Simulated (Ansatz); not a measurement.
Cartesian coordinates in Å:
```
F 1.209 1.226 0.364
C 0.757 0.046 -0.180
C -0.668 -0.213 0.217
Cl -1.793 0.948 -0.523
H 0.859 0.108 -1.266
H 1.387 -0.766 0.200
H -0.786 -0.138 1.297
H -0.964 -1.211 -0.109
```

Charge 0, multiplicity 1.

(1) List the PBE0/def2-TZVPP orbital energies in eV (Ansatz). (Estimate.)

## Answers

(1) The calculation gave: Occupied: -2767.34, -673.82, -280.63, -280.09, -259.16, -197.51, -197.27, -197.27, -33.68, -24.30, -21.08, -17.80, -14.69, -14.43, -13.61, -12.41, -11.80, -10.45, -9.94, -8.61, -8.58. Lowest empty: 0.73, 1.42, 2.22, 2.59, 2.69, 3.00, 4.16, 5.31.
